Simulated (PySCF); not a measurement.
Species: C4H3N.
Bonds: N1–C2 (triple), C2–C3, C3–C4, C4–C5 (double), C3–C5. Hydrogens: H6 on C3; H7 on C4; H8 on C5.

The same species was optimised twice, with GFN2-xTB and with PBE0-D3(BJ)/def2-SVP (PySCF), and the same property calculations (PySCF, gas phase) were run on both structures.

```json
{"coordinate": "C2–C3 (Å)", "GFN2-xTB": "1.423", "PBE0-D3(BJ)/def2-SVP": "1.452", "change": "+0.029"}
{"coordinate": "C5–H8 (Å)", "GFN2-xTB": "1.061", "PBE0-D3(BJ)/def2-SVP": "1.086", "change": "+0.025"}
{"coordinate": "C4–H7 (Å)", "GFN2-xTB": "1.061", "PBE0-D3(BJ)/def2-SVP": "1.086", "change": "+0.025"}
{"coordinate": "N1≡C2 (Å)", "GFN2-xTB": "1.146", "PBE0-D3(BJ)/def2-SVP": "1.159", "change": "+0.013"}
{"coordinate": "C3–H6 (Å)", "GFN2-xTB": "1.088", "PBE0-D3(BJ)/def2-SVP": "1.101", "change": "+0.013"}
{"coordinate": "C3–C4 (Å)", "GFN2-xTB": "1.514", "PBE0-D3(BJ)/def2-SVP": "1.505", "change": "-0.009"}
{"coordinate": "C3–C5 (Å)", "GFN2-xTB": "1.514", "PBE0-D3(BJ)/def2-SVP": "1.505", "change": "-0.009"}
{"coordinate": "C4=C5 (Å)", "GFN2-xTB": "1.294", "PBE0-D3(BJ)/def2-SVP": "1.292", "change": "-0.002"}
{"coordinate": "C2–C3–H6 (°)", "GFN2-xTB": "113.5", "PBE0-D3(BJ)/def2-SVP": "112.3", "change": "-1.2"}
{"coordinate": "C2–C3–C4 (°)", "GFN2-xTB": "119.4", "PBE0-D3(BJ)/def2-SVP": "120.4", "change": "+1.0"}
{"coordinate": "C2–C3–C5 (°)", "GFN2-xTB": "119.4", "PBE0-D3(BJ)/def2-SVP": "120.4", "change": "+1.0"}
{"coordinate": "C3–C5–H8 (°)", "GFN2-xTB": "142.7", "PBE0-D3(BJ)/def2-SVP": "143.5", "change": "+0.8"}
{"coordinate": "C3–C4–H7 (°)", "GFN2-xTB": "142.7", "PBE0-D3(BJ)/def2-SVP": "143.5", "change": "+0.8"}
{"coordinate": "C4–C5–H8 (°)", "GFN2-xTB": "152.6", "PBE0-D3(BJ)/def2-SVP": "152.0", "change": "-0.6"}
{"coordinate": "C5–C4–H7 (°)", "GFN2-xTB": "152.6", "PBE0-D3(BJ)/def2-SVP": "152.0", "change": "-0.6"}
{"coordinate": "N1–C2–C3 (°)", "GFN2-xTB": "179.9", "PBE0-D3(BJ)/def2-SVP": "179.6", "change": "-0.3"}
```

Rotational constants: A = 19948, B = 3618, C = 3495 MHz (GFN2-xTB) against A = 20108, B = 3523, C = 3397 MHz (PBE0-D3(BJ)/def2-SVP). Point groups within 0.08 Å: Cs and Cs.

On the GFN2-xTB structure: isotropic polarisability (au) 46.4 [wB97X-D/def2-SVPD]; HOMO (eV) -10.47 [wB97X-D/def2-SVPD]; LUMO (eV) 0.93 [wB97X-D/def2-SVPD]; dipole (D) 4.58 [wB97X-D/def2-SVPD]; HOMO (eV) -8.60 [PBE0/pcSseg-1]; LUMO (eV) -0.88 [PBE0/pcSseg-1]; dipole (D) 4.46 [PBE0/pcSseg-1]; GIAO shielding of N1 (ppm) -16.7 [PBE0/pcSseg-1]; GIAO shielding of C2 (ppm) 59.1 [PBE0/pcSseg-1]; GIAO shielding of C3 (ppm) 186.3 [PBE0/pcSseg-1]; GIAO shielding of C4/C5 (mean) (ppm) 71.2 [PBE0/pcSseg-1]; N1s of N1 (eV) 404.78 [delta-SCF UKS SCAN, pcX-2 on the ionised atom, pcseg-1 elsewhere, spin-free X2C]; C1s of C2 (eV) 292.02 [delta-SCF UKS SCAN, pcX-2 on the ionised atom, pcseg-1 elsewhere, spin-free X2C]; C1s of C3 (eV) 292.67 [delta-SCF UKS SCAN, pcX-2 on the ionised atom, pcseg-1 elsewhere, spin-free X2C]; C1s of C4 (eV) 291.87 [delta-SCF UKS SCAN, pcX-2 on the ionised atom, pcseg-1 elsewhere, spin-free X2C].

Question: What do these properties become on the PBE0-D3(BJ)/def2-SVP structure?

Answer: 
```csv
property,level,on GFN2-xTB,on PBE0-D3(BJ)/def2-SVP,change
isotropic polarisability (au),wB97X-D/def2-SVPD,46.4,47.1,+0.7
HOMO (eV),wB97X-D/def2-SVPD,-10.47,-10.49,-0.02
LUMO (eV),wB97X-D/def2-SVPD,0.93,0.94,+0.01
dipole (D),wB97X-D/def2-SVPD,4.58,4.64,+0.06
"energy, GFN2-xTB geometry as zero (kcal/mol)",wB97X-D/def2-SVPD,0.0,-1.1,-1.1
HOMO (eV),PBE0/pcSseg-1,-8.60,-8.59,+0.01
LUMO (eV),PBE0/pcSseg-1,-0.88,-0.86,+0.02
dipole (D),PBE0/pcSseg-1,4.46,4.52,+0.06
"energy, GFN2-xTB geometry as zero (kcal/mol)",PBE0/pcSseg-1,0.0,-0.7,-0.7
GIAO shielding of N1 (ppm),PBE0/pcSseg-1,-16.7,-23.5,-6.8
GIAO shielding of C2 (ppm),PBE0/pcSseg-1,59.1,56.5,-2.6
GIAO shielding of C3 (ppm),PBE0/pcSseg-1,186.3,181.0,-5.3
GIAO shielding of C4/C5 (mean) (ppm),PBE0/pcSseg-1,71.2,70.1,-1.1
N1s of N1 (eV),"delta-SCF UKS SCAN, pcX-2 on the ionised atom, pcseg-1 elsewhere, spin-free X2C",404.78,404.87,+0.09
C1s of C2 (eV),"delta-SCF UKS SCAN, pcX-2 on the ionised atom, pcseg-1 elsewhere, spin-free X2C",292.02,292.09,+0.07
C1s of C3 (eV),"delta-SCF UKS SCAN, pcX-2 on the ionised atom, pcseg-1 elsewhere, spin-free X2C",292.67,292.75,+0.08
C1s of C4 (eV),"delta-SCF UKS SCAN, pcX-2 on the ionised atom, pcseg-1 elsewhere, spin-free X2C",291.87,291.89,+0.02
```

The heavy atoms differ by 0.023 Å rms after alignment. Among all bonds C2–C3 changes most (+0.029 Å). Changes are differences of the printed values. Neither structure is proved a minimum here.

wB97X-D is run here without its empirical dispersion term; that term would change no orbital, density or response property at a fixed geometry.
